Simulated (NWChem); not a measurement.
**Basis-set dependence for water (H2O)**

SMILES: O
```xyz
3

O      0.0000     0.0000     0.1226
H      0.7577     0.0000    -0.4905
H     -0.7577     0.0000    -0.4905
```
Charge 0, spin multiplicity 1.

All runs are NWChem calculations. Structure: optimised with PBE/def2-SVP, a minimum by its harmonic frequencies.

Hartree-Fock energies in Ha, correlation energies in mHa.

The correlated methods keep 1 core orbital frozen. The Pople sets run with spherical d functions. No row is a measurement; the coupled-cluster row has its own basis-set and correlation limits.

```tsv
basis	functions	RHF	MP2	SCS-MP2	RI-MP2	CCSD	CCSD+T(CCSD)	CCSD(T)	CR-CCSD[T]	CR-CCSD(T)	CCSDT
cc-pVDZ	24	-76.02534	-203.1	-199.6	-203.1	-212.7	-215.9	-215.8	-215.5	-215.5	-216.0
6-311G**	30	-76.04456	-218.9	-215.2	not run	-226.3	-231.3	-231.2	-230.7	-230.6	-231.3
cc-pVTZ	58	-76.05521	-263.0	-260.2	-263.0	-268.7	-276.8	-276.6	-275.7	-275.6	not run
cc-pVQZ	115	-76.06279	-284.3	-283.1	-284.3	-287.3	-296.7	-296.4	-295.5	-295.3	not run
```

From cc-pVTZ to cc-pVQZ the Hartree-Fock energy moves by -7.6 mHa and the MP2 correlation energy by -21.3 mHa, which is 7 % of its value in the larger set.
